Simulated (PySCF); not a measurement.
Consider `C=C(Cl)C#N` (C3H2ClN). Atom numbers as in the mapped SMILES `[CH2:1]=[C:2]([Cl:3])[C:4]#[N:5]`.

Level of theory: ωB97X-D3(BJ)/ma-def2-TZVP single points in PySCF, grid level 2; every species was optimised with PBE0-D3(BJ)/ma-def2-SVP. The prefix ma- adds one diffuse s and one diffuse p function on all atoms but H. ωB97X-D3(BJ) is ωB97X-V with D3(BJ) in place of VV10. Thermal corrections: PBE0-D3(BJ)/ma-def2-SVP frequencies, unscaled, ideal gas at 298.15 K and 1 bar, quasi-RRHO entropy.

Question: What are the vertical and the adiabatic ionisation energy for forming the radical cation?

Answer: 10.63 eV vertical and 10.41 eV adiabatic, the latter with zero-point energy.

Question: Where does the unpaired spin of the relaxed radical cation sit?

Answer: C1 (alkene carbon) 0.54, Cl3 (chlorine) 0.22, N5 (nitrile nitrogen) 0.20, C2 (alkene carbon) 0.15 (intrinsic atomic orbital populations).

Question: What oxidation potential follows in acetonitrile (IEF-PCM), given that Fc+/Fc comes at 4.54 V absolute with this functional and basis?

Answer: In the gas phase ΔG of oxidation is 10.390 eV, and solvation is -22.0 kJ/mol for the parent and -272.7 kJ/mol for the product, so the absolute potential is 7.79 V, or 3.25 V against Fc+/Fc. Fc+/Fc in acetonitrile, 4.54 V, is ωB97X-D3(BJ)/ma-def2-TZVP on PBE0-D3(BJ)/def2-SVP structures with GFN2-xTB thermal terms. Benchmark calculations put it near 5.0 V in acetonitrile and DMSO, so it is about 0.5 V low, and the value against it can read up to that much too high. The solvent is electrostatics only, on gas-phase structures; the absolute scale refers to an electron at rest in vacuum.

Question: What are the vertical and the adiabatic electron affinity for forming the radical anion?

Answer: 0.18 eV vertical and 0.48 eV adiabatic, the latter with zero-point energy.

Question: Where does the unpaired spin of the relaxed radical anion sit?

Answer: C1 (alkene carbon) 0.57, N5 (nitrile nitrogen) 0.22, C2 (alkene carbon) 0.22 (intrinsic atomic orbital populations).

Question: What reduction potential follows in acetonitrile (IEF-PCM), given that Fc+/Fc comes at 4.54 V absolute with this functional and basis?

Answer: In the gas phase −ΔG of reduction is 0.519 eV, and solvation is -22.0 kJ/mol for the parent and -218.9 kJ/mol for the product, so the absolute potential is 2.56 V, or -1.98 V against Fc+/Fc. Fc+/Fc in acetonitrile, 4.54 V, is ωB97X-D3(BJ)/ma-def2-TZVP on PBE0-D3(BJ)/def2-SVP structures with GFN2-xTB thermal terms. Benchmark calculations put it near 5.0 V in acetonitrile and DMSO, so it is about 0.5 V low, and the value against it can read up to that much too high. The solvent is electrostatics only, on gas-phase structures; the absolute scale refers to an electron at rest in vacuum.

Question: How far is −ε(HOMO) from the vertical value by ΔSCF?

Answer: −ε(HOMO) = 10.64 eV, which is 0.01 eV above the ΔSCF value.

Known limits: spin-orbit coupling is left out of the energies, which matters for open shells on the heavier atoms.
